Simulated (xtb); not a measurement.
H3Si, SMILES [SiH3] (connectivity only; charge and spin as stated), charge +1, multiplicity 1. All values are semi-empirical tight-binding results from xtb (GFN2-xTB unless named), good for trends rather than for accurate numbers. The structure is a stationary point at GFN2-xTB. The spin state was assumed, not searched. The isomer is the one that the SMILES or the coordinates give; other isomers of the formula were not compared.

Optimised geometry:

```xyz
4

Si     0.0000     0.0000     0.0000
H     -1.4649     0.0000     0.0000
H      0.7324     1.2686     0.0000
H      0.7324    -1.2686     0.0000
```
Charge +1, spin multiplicity 1.

| Property | Result |
|---|---|
| point group as xtb finds it | D3h |
| orbital gap | 4.04 eV |
| zero-point energy | 12.9 kcal/mol |
| G − E(el) at 298.15 K (modified RRHO) | 0.8 kcal/mol |
| static polarisability (D4 model) | 34.5 bohr³ |
| solvation energy, GFN2-xTB/ALPB(water) | -57.9 kcal/mol |
| solvation energy, GFN2-xTB/ALPB(octanol) | -53.2 kcal/mol |

Task: Give the atomic charges. (An estimate is asked for; the answer gives what the named calculation found.)

Result: charges (e) Si1 0.64, H2 0.12, H3 0.12, H4 0.12.
